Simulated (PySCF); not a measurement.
**A diatomic session: AlO+, part 1 of 2**

Aim: find the lowest electronic state of AlO+, scan its bond at several levels of theory, and get bond length, wavenumber and dissociation energy from each curve.

The runs use PySCF 2.14.0; Al jorge-DZP-DKH, O jorge-DZP-DKH, spin-free X2C with a Gaussian nucleus.

## (1) The job

Settings of the job:

```yaml
atoms: Al, O
charge: 1
basis: Al jorge-DZP-DKH, O jorge-DZP-DKH
Hamiltonian: spin-free X2C with a Gaussian nucleus
basis_functions: 39
electrons_treated: 20
masses_in_u: 26.9815, 15.9949
levels: PBE0, PBE, r²SCAN, revPBE, M06-2X, LDA, CAM-B3LYP, HF, MP2, SCS-MP2, CCSD, CCSD(T)
grid: 80 radial by 434 angular points
occupations: held fixed by the projection of orbital angular momentum
dissociation_limit: Al+ + O, each in its ground configuration
starting_distance_in_angstrom: 1.895
values_of_2S_to_try: 0, 2
```

The job searches for the state first and then visits each distance with every level. Its results follow level by level.

## (2) State search with unrestricted PBE0

At the starting distance of 1.895 Å the search finds these solutions (others can lie among them):

| 2Ms+1 | unpaired | term | E (eV) | ⟨S²⟩ | ⟨Lz²⟩ | μ (D) |
| --- | --- | --- | --- | --- | --- | --- |
| 3 | σ ↑, π ↑ | ³Π | 0.00 | 2.02 | 1.01 | -4.76 |
| 1 | σ ↓, π ↑ | not assigned | 0.22 | 1.01 | 1.01 | -5.09 |
| 1 | none | ¹Σ⁺ | 1.41 | 0.00 | 0.00 | -7.22 |
| 3 | π ↑↑ | ³Σ⁻ | 1.75 | 2.01 | 0.00 | -0.06 |
| 3 | σ ↑↑ | ³Σ⁺ | 2.31 | 2.00 | 0.00 | -6.00 |
| 1 | π ↑↓ | not assigned | 2.54 | 1.00 | 2.00 | -0.07 |

6 of 8 solutions are listed, lowest first.

A term symbol stands only where ⟨S²⟩ and ⟨Lz²⟩ are near those of a pure state. A positive dipole points from Al to O; in an ion it is taken about the centre of mass and does not tell which atom is negative.

The most promising solutions are followed along the bond (rough minima from three points):

| 2Ms+1 | unpaired | R at minimum (Å) | energy at minimum (eV) |
| --- | --- | --- | --- |
| 3 | σ ↑, π ↑ | 1.79 | 0.00 |
| 1 | σ ↓, π ↑ | 1.77 | 0.16 |
| 1 | none | 1.63 | 0.76 |

The search made 8 SCF attempts at the starting distance; with the short scans it took 4.6 s of wall time (1 thread, shared host).

## (3) The PBE0 curve of the state that the search chose

State followed: ³Π (triplet), unpaired electrons σ ↑, π ↑. The scan is laid around 1.790 Å.

The SCF at the reference distance, 1.790 Å, printed:

```text
******** <class 'pyscf.dft.uks_symm.SymAdaptedUKS'> ********
method = SymAdaptedUKS
initial guess = minao
damping factor = 0
level_shift factor = 0
DIIS = <class 'pyscf.scf.diis.CDIIS'>
diis_start_cycle = 1
diis_space = 10
diis_damp = 0
SCF conv_tol = 1e-09
SCF conv_tol_grad = None
SCF max_cycles = 60
direct_scf = False
max_memory 909 MB (current use 258 MB)
number electrons alpha = 11  beta = 9
XC library pyscf.dft.libxc version 7.0.0
    S. Lehtola, C. Steigemann, M. J.T. Oliveira, and M. A.L. Marques.,  SoftwareX 7, 1–5 (2018)
XC functionals = PBE0
    C. Adamo and V. Barone.,  J. Chem. Phys. 110, 6158 (1999)
    M. Ernzerhof and G. E. Scuseria.,  J. Chem. Phys. 110, 5029 (1999)
small_rho_cutoff = 0
Overwritten attributes  get_hcore get_k get_j get_jk get_occ  of <class 'pyscf.dft.uks_symm.SymAdaptedUKS'>
Set gradient conv threshold to 3.16228e-05
init E= -317.550352953481
cycle= 1 E= -317.561927930885  delta_E= -0.0116  |g|= 0.00619  |ddm|= 0.0334
cycle= 2 E= -317.561955923286  delta_E= -2.8e-05  |g|= 0.00266  |ddm|= 0.0114
cycle= 3 E= -317.561959901195  delta_E= -3.98e-06  |g|= 0.00273  |ddm|= 0.00707
cycle= 4 E= -317.561963865374  delta_E= -3.96e-06  |g|= 0.000731  |ddm|= 0.00204
cycle= 5 E= -317.56196545123  delta_E= -1.59e-06  |g|= 0.000175  |ddm|= 0.00433
cycle= 6 E= -317.561965482782  delta_E= -3.16e-08  |g|= 3.88e-05  |ddm|= 0.000486
cycle= 7 E= -317.561965484318  delta_E= -1.54e-09  |g|= 5.07e-06  |ddm|= 7.22e-05
cycle= 8 E= -317.56196548437  delta_E= -5.22e-11  |g|= 9.81e-07  |ddm|= 1.46e-05
Extra cycle  E= -317.561965484372  delta_E= -1.99e-12  |g|= 4.66e-07  |ddm|= 2.1e-06
converged SCF energy = -317.561965484372  <S^2> = 2.0095278  2S+1 = 3.0063452
```

Points of the scan, energies from the lowest:

| R (Å) | E (eV) | μ (D) | Mulliken charge of Al (e) | Mayer bond order | ⟨S²⟩ | HOMO (eV) | LUMO (eV) |
| --- | --- | --- | --- | --- | --- | --- | --- |
| 1.5394 | 0.8521 | -4.17 | 1.21 | 1.30 | 2.00 | -15.26 | -12.63 |
| 1.6110 | 0.3627 | -4.34 | 1.18 | 1.30 | 2.00 | -15.31 | -12.25 |
| 1.6826 | 0.1051 | -4.50 | 1.17 | 1.29 | 2.01 | -15.34 | -11.90 |
| 1.7363 | 0.0196 | -4.60 | 1.16 | 1.27 | 2.01 | -15.36 | -11.66 |
| 1.7900 | 0.0000 | -4.68 | 1.15 | 1.25 | 2.01 | -15.38 | -11.58 |
| 1.8437 | 0.0276 | -4.73 | 1.14 | 1.21 | 2.01 | -15.40 | -11.60 |
| 1.9153 | 0.1122 | -4.77 | 1.12 | 1.15 | 2.02 | -15.43 | -11.60 |
| 2.0048 | 0.2578 | -4.74 | 1.10 | 1.05 | 2.02 | -15.33 | -11.57 |
| 2.1122 | 0.4436 | -4.65 | 1.07 | 0.89 | 2.03 | -15.19 | -11.48 |
| 2.2554 | 0.6558 | -4.48 | 1.04 | 0.67 | 2.03 | -15.07 | -11.28 |

Fit: Re = 1.782 Å, ωe = 680 cm⁻¹, ωexe = 9.10 cm⁻¹, αe = 0.00702 cm⁻¹, Be = 0.5284 cm⁻¹, De = 1.09 eV, μ = -4.67 D.

Orbitals nearest the gap at 1.790 Å:

| spin | orbital | ε (eV) | filled | made of |
| --- | --- | --- | --- | --- |
| α | σ | -34.58 | yes | O s 93 % |
| β | σ | -31.72 | yes | O s 90 % |
| α | σ | -19.14 | yes | O p 67 %, Al s 26 % |
| α | π | -18.85 | yes | O p 94 % |
| β | σ | -17.24 | yes | O p 58 %, Al s 32 % |
| α | π | -16.83 | yes | O p 92 % |
| β | π | -15.90 | yes | O p 90 % |
| α | σ | -15.38 | yes | Al s 63 %, Al p 20 %, O p 16 % |
| β | σ | -11.58 | no | Al s 62 %, O p 21 %, Al p 16 % |
| β | π | -11.44 | no | O p 77 %, Al p 19 % |
| α | π | -8.65 | no | Al p 96 % |
| α | π | -8.43 | no | Al p 94 % |

Polarisability there: 32.1 bohr³ along the bond, 22.5 across it. Without diffuse functions these come out too small, above all across the bond.

## (4) Higher solutions at PBE0

State 2: Ms = 0 determinant of mixed spin (⟨S²⟩ = 1.01), unpaired electrons σ ↓, π ↑, an excited solution.

The SCF at the reference distance, 1.790 Å, printed:

```text
[... 13 set-up lines left out, the same as in an earlier log ...]
max_memory 909 MB (current use 300 MB)
number electrons alpha = 10  beta = 10
[... 7 set-up lines left out, the same as in an earlier log ...]
init E= -317.544036573053
cycle= 1 E= -317.555920448951  delta_E= -0.0119  |g|= 0.00575  |ddm|= 0.0312
cycle= 2 E= -317.555940678203  delta_E= -2.02e-05  |g|= 0.0019  |ddm|= 0.0096
cycle= 3 E= -317.555943056275  delta_E= -2.38e-06  |g|= 0.00127  |ddm|= 0.00415
cycle= 4 E= -317.555944049473  delta_E= -9.93e-07  |g|= 0.000429  |ddm|= 0.00126
cycle= 5 E= -317.555944646164  delta_E= -5.97e-07  |g|= 0.000128  |ddm|= 0.00238
cycle= 6 E= -317.555944684278  delta_E= -3.81e-08  |g|= 3.83e-05  |ddm|= 0.0006
cycle= 7 E= -317.555944686472  delta_E= -2.19e-09  |g|= 6.06e-06  |ddm|= 0.000106
cycle= 8 E= -317.555944686534  delta_E= -6.16e-11  |g|= 2.14e-06  |ddm|= 1.46e-05
Extra cycle  E= -317.555944686536  delta_E= -2.5e-12  |g|= 2.37e-06  |ddm|= 4.75e-06
converged SCF energy = -317.555944686536  <S^2> = 1.006345  2S+1 = 2.2417359
```

Re = 1.762 Å, ωe = 754 cm⁻¹; the determinant mixes terms (⟨S²⟩ = 1.01, ⟨Lz²⟩ = 1.01), so these belong to no real state. Its minimum lies 0.16 eV above that of the lowest state.

State 3: ¹Σ⁺ (singlet), closed shell, an excited solution.

Output of the SCF at 1.790 Å:

```text
[... 13 set-up lines left out, the same as in an earlier log ...]
max_memory 909 MB (current use 270 MB)
[... 8 set-up lines left out, the same as in an earlier log ...]
init E= -317.502380610651
cycle= 1 E= -317.521852161684  delta_E= -0.0195  |g|= 0.00652  |ddm|= 0.0371
cycle= 2 E= -317.521858126516  delta_E= -5.96e-06  |g|= 0.00726  |ddm|= 0.0158
cycle= 3 E= -317.521835006694  delta_E= 2.31e-05  |g|= 0.00982  |ddm|= 0.0139
cycle= 4 E= -317.521883959929  delta_E= -4.9e-05  |g|= 0.00107  |ddm|= 0.0104
cycle= 5 E= -317.521884673767  delta_E= -7.14e-07  |g|= 0.000258  |ddm|= 0.00125
cycle= 6 E= -317.521884716653  delta_E= -4.29e-08  |g|= 1.47e-05  |ddm|= 0.000409
cycle= 7 E= -317.521884716848  delta_E= -1.95e-10  |g|= 3.16e-06  |ddm|= 2.77e-05
Extra cycle  E= -317.521884716766  delta_E= 8.16e-11  |g|= 1.31e-05  |ddm|= 1.35e-05
converged SCF energy = -317.521884716766  <S^2> = -1.0658141e-14  2S+1 = 1
```

Re = 1.625 Å, ωe = 959 cm⁻¹, ωexe = 6.87 cm⁻¹, αe = 0.00570 cm⁻¹, Be = 0.6354 cm⁻¹, μ = -7.30 D. Its minimum lies 0.76 eV above that of the lowest state.

Energy (eV) from the lowest point of the lowest state:

| R (Å) | lowest | state 2 | state 3 |
| --- | --- | --- | --- |
| 1.539 | 0.852 | 0.951 | 0.907 |
| 1.611 | 0.363 | 0.473 | 0.761 |
| 1.683 | 0.105 | 0.232 | 0.807 |
| 1.736 | 0.020 | 0.163 | 0.925 |
| 1.790 | 0.000 | 0.164 | 1.091 |
| 1.844 | 0.028 | 0.216 | 1.287 |
| 1.915 | 0.112 | 0.342 | 1.574 |
| 2.005 | 0.258 | 0.551 | 1.946 |
| 2.112 | 0.444 | 0.824 | 2.373 |
| 2.255 | 0.656 | 1.154 | 2.850 |

## (5) PBE (GGA)

Output of the SCF at 1.790 Å:

```text
[... 17 set-up lines left out, the same as in an earlier log ...]
XC functionals = PBE
    J. P. Perdew, K. Burke, and M. Ernzerhof.,  Phys. Rev. Lett. 77, 3865 (1996)
    J. P. Perdew, K. Burke, and M. Ernzerhof.,  Phys. Rev. Lett. 78, 1396 (1997)
    J. P. Perdew, K. Burke, and M. Ernzerhof.,  Phys. Rev. Lett. 77, 3865 (1996)
    J. P. Perdew, K. Burke, and M. Ernzerhof.,  Phys. Rev. Lett. 78, 1396 (1997)
[... 2 set-up lines left out, the same as in an earlier log ...]
init E= -317.54348790564
cycle= 1 E= -317.542403504984  delta_E= 0.00108  |g|= 0.0665  |ddm|= 0.134
cycle= 2 E= -317.523501404705  delta_E= 0.0189  |g|= 0.198  |ddm|= 0.305
cycle= 3 E= -317.544997849996  delta_E= -0.0215  |g|= 0.00945  |ddm|= 0.207
cycle= 4 E= -317.545058509628  delta_E= -6.07e-05  |g|= 0.000761  |ddm|= 0.0156
cycle= 5 E= -317.545058919056  delta_E= -4.09e-07  |g|= 0.000116  |ddm|= 0.00146
cycle= 6 E= -317.545058928606  delta_E= -9.55e-09  |g|= 5.51e-05  |ddm|= 0.000229
cycle= 7 E= -317.545058930397  delta_E= -1.79e-09  |g|= 2.2e-05  |ddm|= 8.14e-05
cycle= 8 E= -317.545058930686  delta_E= -2.89e-10  |g|= 2.6e-06  |ddm|= 3.18e-05
Extra cycle  E= -317.545058930647  delta_E= 3.88e-11  |g|= 8.84e-06  |ddm|= 1.37e-05
converged SCF energy = -317.545058930647  <S^2> = 2.004748  2S+1 = 3.0031637
```

Re = 1.805 Å, ωe = 657 cm⁻¹, ωexe = 6.87 cm⁻¹, αe = 0.00622 cm⁻¹, Be = 0.5152 cm⁻¹, De = 1.46 eV, μ = -4.36 D. 4.1 s of CPU time for 12 points, integrals apart.

## (6) r²SCAN (meta-GGA)

Output of the SCF at 1.790 Å:

```text
[... 17 set-up lines left out, the same as in an earlier log ...]
XC functionals = R2SCAN
    J. W. Furness, A. D. Kaplan, J. Ning, J. P. Perdew, and J. Sun.,  J. Phys. Chem. Lett. 11, 8208-8215 (2020)
    J. W. Furness, A. D. Kaplan, J. Ning, J. P. Perdew, and J. Sun.,  J. Phys. Chem. Lett. 11, 9248-9248 (2020)
    J. W. Furness, A. D. Kaplan, J. Ning, J. P. Perdew, and J. Sun.,  J. Phys. Chem. Lett. 11, 8208-8215 (2020)
    J. W. Furness, A. D. Kaplan, J. Ning, J. P. Perdew, and J. Sun.,  J. Phys. Chem. Lett. 11, 9248-9248 (2020)
[... 2 set-up lines left out, the same as in an earlier log ...]
init E= -317.693330255546
cycle= 1 E= -317.694116464753  delta_E= -0.000786  |g|= 0.0103  |ddm|= 0.0872
cycle= 2 E= -317.694045150573  delta_E= 7.13e-05  |g|= 0.0147  |ddm|= 0.0184
cycle= 3 E= -317.69413580865  delta_E= -9.07e-05  |g|= 0.00662  |ddm|= 0.021
cycle= 4 E= -317.69415749411  delta_E= -2.17e-05  |g|= 0.000609  |ddm|= 0.00573
cycle= 5 E= -317.694157836146  delta_E= -3.42e-07  |g|= 6.36e-05  |ddm|= 0.00164
cycle= 6 E= -317.694157843196  delta_E= -7.05e-09  |g|= 3.25e-05  |ddm|= 0.000262
cycle= 7 E= -317.694157844088  delta_E= -8.92e-10  |g|= 6.11e-06  |ddm|= 4.78e-05
Extra cycle  E= -317.694157844128  delta_E= -4.03e-11  |g|= 5.55e-06  |ddm|= 1.37e-05
converged SCF energy = -317.694157844128  <S^2> = 2.0097887  2S+1 = 3.0065187
```

Re = 1.778 Å, ωe = 707 cm⁻¹, ωexe = 7.08 cm⁻¹, αe = 0.00604 cm⁻¹, Be = 0.5309 cm⁻¹, De = 1.50 eV, μ = -4.69 D. 6.3 s of CPU time for 12 points, integrals apart.

## (7) revPBE

Output of the SCF at 1.790 Å:

```text
[... 13 set-up lines left out, the same as in an earlier log ...]
max_memory 909 MB (current use 280 MB)
[... 3 set-up lines left out, the same as in an earlier log ...]
XC functionals = PBE_R,PBE
    Y. Zhang and W. Yang.,  Phys. Rev. Lett. 80, 890 (1998)
[... 4 set-up lines left out, the same as in an earlier log ...]
init E= -317.687572555665
cycle= 1 E= -317.686892389024  delta_E= 0.00068  |g|= 0.0556  |ddm|= 0.111
cycle= 2 E= -317.673296684841  delta_E= 0.0136  |g|= 0.168  |ddm|= 0.257
cycle= 3 E= -317.688754387164  delta_E= -0.0155  |g|= 0.00863  |ddm|= 0.173
cycle= 4 E= -317.688805302736  delta_E= -5.09e-05  |g|= 0.000342  |ddm|= 0.0131
cycle= 5 E= -317.68880545955  delta_E= -1.57e-07  |g|= 0.000136  |ddm|= 0.00111
cycle= 6 E= -317.688805475178  delta_E= -1.56e-08  |g|= 7.43e-05  |ddm|= 0.000324
cycle= 7 E= -317.688805478412  delta_E= -3.23e-09  |g|= 1.49e-05  |ddm|= 7.95e-05
cycle= 8 E= -317.68880547854  delta_E= -1.28e-10  |g|= 4.44e-06  |ddm|= 2.64e-05
Extra cycle  E= -317.688805478432  delta_E= 1.08e-10  |g|= 1.48e-05  |ddm|= 2.25e-05
converged SCF energy = -317.688805478432  <S^2> = 2.0051776  2S+1 = 3.0034497
```

Re = 1.814 Å, ωe = 646 cm⁻¹, ωexe = 7.01 cm⁻¹, αe = 0.00628 cm⁻¹, Be = 0.5102 cm⁻¹, De = 1.30 eV, μ = -4.39 D.

(Continued in part 2 of 2.)
